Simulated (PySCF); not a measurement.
**BF₂ + 2 H₂O → B(OH)₂ + 2 HF**

Level: PBE0 in the def2-TZVP basis family, all electrons, no relativity, computed in PySCF with density fitting; open shells unrestricted.

```tsv
species	state and structure	E (Eh)	ZPE (kJ/mol)	H(298 K) − H(0) (kJ/mol)	S° (J/(mol K))
BF₂	doublet, C2v, B–F 1.306 Å (×2); F–B–F 121.1°	-224.44583	18.7	10.5	246.6
H₂O	singlet, C2v, O–H 0.960 Å (×2); H–O–H 105.1°	-76.37736	56.5	9.9	188.7
B(OH)₂	doublet, Cs, B–O 1.341 Å, B–O 1.355 Å, O–H 0.959 Å, O–H 0.967 Å; B–O–H 113.4°, B–O–H 113.8°, O–B–O 123.3°	-176.40971	82.3	12.0	259.7
HF	singlet, C∞v, H–F 0.920 Å	-100.39188	24.9	8.7	173.6
```

Problem. What is the electronic reaction energy?

Solution. At PBE0/def2-TZVP, ΔE = 18.6 kJ/mol from the differences of the total energies times 2625.5, uphill. 

Problem. Add zero-point, thermal and entropy terms for 298.15 K and 1 bar.

Solution. ΔZPE = 0.4 and Δ[H(298) − H(0)] = -0.9 kJ/mol give ΔH° = 18.1 kJ/mol. ΔS° = -17.1 J/(mol K), so ΔG° = 18.1 − 298.15 × (-0.0171) = 23 kJ/mol and log₁₀K = -4.1.

Only the bonding shown was studied: isomers, or loss of a ligand pair, can lie lower.
